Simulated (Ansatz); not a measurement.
What a trial cell of SrW2 relaxes into

Computed with DFT PBE, scalar-relativistic, plane waves, PAW in Ansatz 0.2.0. Cutoff 420 eV, Γ-centred k mesh, Gaussian smearing, no spin polarisation in the final step.

SrW2 was placed on the CaC2 structure type (I4/mmm, No. 139), with Sr in place of Ca, W in place of C, at a guessed volume.

```xyz
3
Lattice="-2.1809 2.1809 3.5769 2.1809 -2.1809 3.5769 2.1809 2.1809 -3.5769" Properties=species:S:1:pos:R:3 pbc="T T T"
Sr    0.0000    0.0000    0.0000
W     0.0000    0.0000    4.2422
W     0.0000    0.0000    2.9116
```

Steps on the 6×6×6 mesh (3 atoms). 10 of 16 steps are shown, and the free energy counts from the last. Trial steps that were taken back and renewals of the plane-wave basis can be among the rows.

| step | ΔF (meV/atom) | V (Å³/atom) | P (GPa) | largest force component (eV/Å) |
| --- | --- | --- | --- | --- |
| 1 | 19136.7 | 22.68 | 330.41 | 297.088 |
| 2 | 2049.7 | 23.07 | 59.38 | 31.567 |
| 4 | 560.5 | 26.66 | 16.26 | 9.974 |
| 5 | 287.0 | 26.39 | 7.91 | 4.365 |
| 6 | 216.4 | 28.81 | -6.57 | 0.595 |
| 8 | 86.2 | 24.16 | -0.85 | 1.205 |
| 9 | 32.3 | 21.30 | 5.31 | 1.286 |
| 11 | 0.4 | 21.53 | 0.38 | 0.069 |
| 15 | 0.0 | 21.54 | 0.00 | 0.002 |
| 16 | 0.0 | 21.54 | 0.00 | 0.002 |

A final relaxation ran on a 16×16×16 mesh. The relaxed crystal, I4/mmm (No. 139):

```cif
data_structure
_symmetry_space_group_name_H-M 'I4/mmm'
_symmetry_Int_Tables_number 139
_cell_length_a 4.0003
_cell_length_b 4.0003
_cell_length_c 8.0914
_cell_angle_alpha 90.000
_cell_angle_beta 90.000
_cell_angle_gamma 90.000
_cell_volume 129.48
loop_
_atom_site_label
_atom_site_type_symbol
_atom_site_symmetry_multiplicity
_atom_site_Wyckoff_symbol
_atom_site_fract_x
_atom_site_fract_y
_atom_site_fract_z
_atom_site_occupancy
Sr1 Sr 2 a 0.00000 0.00000 0.00000 1
W1 W 4 e 0.50000 0.50000 0.15936 1
```

| Item | Value |
| --- | --- |
| Volume per atom | 21.58 Å³ |
| Density | 11.68 g/cm³ |
| Energy over the elements | 1.90 eV/atom |
| Gap on the 16×16×16 mesh | 0 eV (a metal) |

The zero of energy is the elements' standard structures at the same level; no fitted shifts are applied.

The final run used a 16×16×16 mesh on its 3-atom cell and 0.10 eV smearing. For metals, differences of a few meV/atom aren't resolved. Spin–orbit coupling is left out.

Symmetry constrained the relaxation, so the result can be a saddle point.

Cost: 3 runs of about 4 core-minutes in all, on Arm Neoverse V2 (shared hosts).